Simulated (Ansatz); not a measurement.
C2H2S, SMILES `C#CS`: measurement beside calculation (Ansatz, PBE0-D4/def2-TZVP geometry).

```xyz
5

C    -0.4127   -1.0205   -0.5932
C    -0.1623    0.0588   -0.1231
S     0.0811    1.6165    0.4554
H    -0.6241   -1.9802   -1.0016
H     1.1181    1.3253    1.2624
```

Measured: 291414.3934 ± 0.011 MHz (A, ground vibrational state, main isotopologue, S-reduction, FT microwave and submillimeter spectroscopy); 5547.541331 ± 0.000308 MHz (B, ground vibrational state, main isotopologue, S-reduction, FT microwave and submillimeter spectroscopy); 5438.444587 ± 0.000246 MHz (C, ground vibrational state, main isotopologue, S-reduction, FT microwave and submillimeter spectroscopy). Source: Gas phase detection and rotational spectroscopy of ethynethiol, HCCSH, 2018 (arxiv:1811.12798).

| constant | measured (MHz) | computed (MHz) | error (%) |
| --- | --- | --- | --- |
| A | 291414 | 290695 | -0.2 |
| B | 5548 | 5607 | 1.1 |
| C | 5438 | 5500 | 1.1 |

Computed constants are equilibrium values for the main isotopes; measured ground-state ones include zero-point motion, which usually lowers them by up to about 1 %.
